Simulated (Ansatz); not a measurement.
# C3H6O2: the cost of one run

Program: the Python package of Ansatz 0.2.0. The levels of theory stand in the script. These are calculated values, not measurements.

## 1. The system

Bond lengths: C1–O2 1.428 Å, O2–C3 1.361 Å, C3–C4 1.498 Å, C3–O5 1.223 Å, C1–H6 1.095 Å, C1–H7 1.094 Å, C1–H8 1.095 Å, C4–H9 1.094 Å, C4–H10 1.093 Å, C4–H11 1.093 Å. Angles (14 of 16 angles, heavy atoms first): C1–O2–C3 113.9°, O2–C3–C4 110.0°, O2–C3–O5 125.6°, C4–C3–O5 124.4°, O2–C1–H6 110.5°, O2–C1–H7 108.0°, O2–C1–H8 110.5°, C3–C4–H9 109.4°, C3–C4–H10 109.8°, C3–C4–H11 109.8°, H6–C1–H7 108.4°, H6–C1–H8 110.8°, H7–C1–H8 108.4°, H9–C4–H10 108.6°.

The script holds or builds the structure itself.

## 2. Script

c3h6o2_methods.py reads:

```python
"""C3H6O2 at several levels of theory."""

from pathlib import Path

import ansatz as az
from ase import Atoms
import numpy as np


def main() -> None:
    atoms = Atoms(["C", "O", "C", "C", "O", "H", "H", "H", "H", "H", "H"], positions=[
        (1.8206, 0.2673, 0.1483),
        (0.4691, 0.16, 0.5971),
        (-0.4206, -0.1204, -0.3942),
        (-1.8049, -0.2131, 0.1708),
        (-0.1438, -0.276, -1.5751),
        (1.9213, 1.0837, -0.5737),
        (2.4485, 0.4924, 1.0149),
        (2.1567, -0.6794, -0.2862),
        (-2.5105, -0.4386, -0.634),
        (-2.0856, 0.7415, 0.6226),
        (-1.8508, -1.0174, 0.9094),
    ])
    molecule = az.Crystal.molecule_from_ase(atoms)

    calculation = molecule.calculation().basis(gaussian="def2-SVP")

    print("functional    E (Ha)        dipole (D)   HOMO (eV)  LUMO (eV)")
    for name in ["cam_b3lyp", "b3lyp", "hse06", "lda"]:
        data = calculation.functional(name).forces().orbitals().run(threads=1, runs_dir="runs").report
        lines = Path(data["orbitals_path"]).read_text().splitlines()
        field_of = lambda key: [line.split("=")[1].strip() for line in lines if line.startswith(key)]
        orbitals = [(27.211386 * float(e), s, float(n)) for e, s, n in zip(field_of("Ene="), field_of("Spin="), field_of("Occup="))]
        homo = max(e for e, _, n in orbitals if n > 0.5)
        lumo = min(e for e, _, n in orbitals if n < 0.5)
        dipole = 4.803205 * np.linalg.norm(data["charge_distribution"]["dipole_moment_e_ang"])
        print(f"{name:10s} {data['free_energy_ev'] / 27.211386246:14.6f} {dipole:9.3f} {homo:11.3f} {lumo:10.3f}")


if __name__ == "__main__":
    main()
```

## 3. The calls as engine input

The package turns the script's settings into the engine's input (first run):

```yaml
crystal:
  periodic: [false, false, false]
  atoms:
    - { symbol: C, position_ang: [1.8206, 0.2673, 0.1483] }
    - { symbol: O, position_ang: [0.4691, 0.16, 0.5971] }
    - { symbol: C, position_ang: [-0.4206, -0.1204, -0.3942] }
    - { symbol: C, position_ang: [-1.8049, -0.2131, 0.1708] }
    - { symbol: O, position_ang: [-0.1438, -0.276, -1.5751] }
    - { symbol: H, position_ang: [1.9213, 1.0837, -0.5737] }
    - { symbol: H, position_ang: [2.4485, 0.4924, 1.0149] }
    - { symbol: H, position_ang: [2.1567, -0.6794, -0.2862] }
    - { symbol: H, position_ang: [-2.5105, -0.4386, -0.634] }
    - { symbol: H, position_ang: [-2.0856, 0.7415, 0.6226] }
    - { symbol: H, position_ang: [-1.8508, -1.0174, 0.9094] }
basis:
  gaussian:
    orbitals: def2-SVP
hamiltonian:
  xc: cam_b3lyp
output:
  orbitals: {}
  forces: true
```

## 4. Launch

Command:

```bash
$ python c3h6o2_methods.py
```

What time and memory should one allow on 1 thread of Intel Xeon 6975P-C (Granite Rapids), shared host?

About 12 s, with a peak of 0.28 GiB.
